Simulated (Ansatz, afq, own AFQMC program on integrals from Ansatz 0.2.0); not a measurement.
Two steps: Ansatz 0.2.0 writes the Fock matrix and Cholesky factors of the valence space, and afq projects on them the lowest state that overlaps trial and start.

```yaml
crystal:
  periodic: [false, false, false]
  atoms:
    - {symbol: C, position_ang: [0.000000, 0.000000, 0.027600]}
    - {symbol: Ge, position_ang: [0.000000, 0.000000, -1.740100]}
    - {symbol: Si, position_ang: [0.000000, 0.000000, 1.712500]}
basis:
  gaussian: {orbitals: cc-pVDZ}
total_charge: 1
magnetization: {spin_polarized: true, initial_magnetization: 1}
correlation: {method: ccsd_t, electrons: outside_noble_gas, hamiltonian_folder: ham}
```

```sh
$ ansatz run in.yaml --threads 1 --pin off --events-out ev --progress --plain --max-ram 1382MiB
```

Options of the walk:

```
--method free --trial cisd --walkers 60 --time-step 0.03 --max-blocks 80 --target-error 0.0004 --factor-cut 1e-05 --seed 7 --times 0,0.21,0.42,0.81,1.2,1.8,2.4,3 --taylor-order 8
```

Times are imaginary, in 1/Eh. The walk had a cap of 1475 s. Filled inner d shells are frozen with the cores.

afq prints:

```
orbitals 39  electrons 6 5  factors 301 of 647
reference energy -2401.76706259 Eh
CCSD correlation -0.25280824 Eh in 12 cycles, weight of the determinant in the CISD state 0.8390
repeat  energy at the last time / Eh  error
    10  -2402.030841  0.001550
    20  -2402.031777  0.001620
    30  -2402.032853  0.001317
    40  -2402.032666  0.001090
    50  -2402.033141  0.000981
    60  -2402.033520  0.000907
    70  -2402.033589  0.000792
    80  -2402.033430  0.000702
time / (1/Eh)  energy / Eh  error  mean overlap
  0.00  -2402.019566  0.000183  1.1921
  0.21  -2402.024216  0.000228  1.1970
  0.42  -2402.026983  0.000284  1.1936
  0.81  -2402.029644  0.000339  1.1887
  1.20  -2402.031075  0.000393  1.1889
  1.80  -2402.032460  0.000439  1.1758
  2.40  -2402.032401  0.000509  1.2052
  3.00  -2402.033430  0.000702  1.2016
energy -2402.033430 +/- 0.000702 Eh
```

The run passed its tests (error under three times the target), which doesn't prove that it has relaxed.

Against this walk (error 19.1 meV) on the same determinant: CCSD(T) 69.1 meV higher, CCSDT(Q) 1.8 meV lower (within the noise). The error is statistical, and a free projection of finite length keeps a remainder of its start.

Cautions: remainder of the start not in the error; error above the target (19.1 against 10.9 meV); no relativity below Rb; no spin-orbit coupling; inner d shell frozen.

The walk took 6 min on 1 thread of Intel(R) Xeon(R) CPU @ 2.60GHz (Ice Lake), with other jobs on the host. The log's last line is the free-projection energy.

CCSDT and higher add their correlation energy to the determinant of the CCSD(T) run, since their own runs factorise the integrals more tightly (a shift of under 2 meV). A walk keeps the symmetry of its determinant, which the program's search chose and which needn't be the lowest solution, so a lower state of the same spin and another symmetry isn't excluded.
